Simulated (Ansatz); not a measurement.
A nudged elastic band was laid between two geometries of CH2F2 + Cl (6 atoms, charge 0, multiplicity 2).

The calculation used UKS BHLYP-D4/def2-SVP in Ansatz 0.2.0.

```
movable images  : 9
climbing image  : yes
spring          : 5.0 eV/Å²
optimiser       : quadratic models (default)
start path      : through a guess of the saddle point
force threshold : 0.05 eV/Å
iteration limit : 60
end points      : relaxed
```

First end point:

```xyz
6
Properties=species:S:1:pos:R:3
H 0.110 0.437 0.138
C -0.291 -0.546 -0.117
F 0.657 -1.470 0.081
F -0.641 -0.555 -1.408
Cl 1.331 2.935 0.817
H -1.166 -0.802 0.489
```

Last end point:

```xyz
6
Properties=species:S:1:pos:R:3
H 1.300 1.949 0.110
C -0.276 -0.923 -0.369
F 0.159 -2.051 0.135
F -1.166 -1.125 -1.308
Cl 0.533 2.318 1.064
H -0.550 -0.168 0.368
```

What changes between the two ends?

Bonds broken: H1–C2. Bonds formed: H1–Cl5. CH2F2 + Cl becomes CHF2 + ClH.

Give the energies along the band, and the barrier.

The forces met the threshold. The highest image is number 4 of 0 to 10, 39.1 kJ/mol above the first end and 19.4 kJ/mol above the last; the last end lies 19.7 kJ/mol above the first. A vibrational analysis at the climbing image gives one clearly imaginary mode, 1096i cm⁻¹: a first-order saddle point.

| image | path coordinate (Å) | energy (kJ/mol) | H1–C2 (Å) | H1–Cl5 (Å) |
| --- | --- | --- | --- | --- |
| 0 | 0.00 | 0.0 | 1.09 | 2.86 |
| 1 | 0.30 | 2.4 | 1.09 | 2.54 |
| 2 | 0.61 | 8.2 | 1.10 | 2.21 |
| 3 | 0.91 | 17.0 | 1.13 | 1.86 |
| 4 | 1.22 | 39.1 | 1.40 | 1.44 |
| 5 | 1.65 | 27.0 | 1.85 | 1.30 |
| 6 | 2.07 | 22.8 | 2.18 | 1.29 |
| 7 | 2.50 | 21.4 | 2.40 | 1.28 |
| 8 | 2.93 | 20.3 | 2.65 | 1.28 |
| 9 | 3.36 | 19.9 | 2.97 | 1.28 |
| 10 | 3.79 | 19.7 | 3.31 | 1.28 |

What is the geometry of the highest image?


```xyz
6
Properties=species:S:1:pos:R:3
H 0.317 0.774 0.215
C -0.238 -0.472 -0.102
F 0.691 -1.364 0.111
F -0.580 -0.426 -1.361
Cl 0.900 2.049 0.557
H -1.090 -0.560 0.579
```

What are the harmonic wavenumbers there?

1096i, 78, 135, 442, 610, 903, 926, 1228, 1282, 1292, 1452, 3212 cm⁻¹.

Time of the run: 4 min on 2 threads of Arm Neoverse V2 (shared host), peak memory 0.2 GiB.
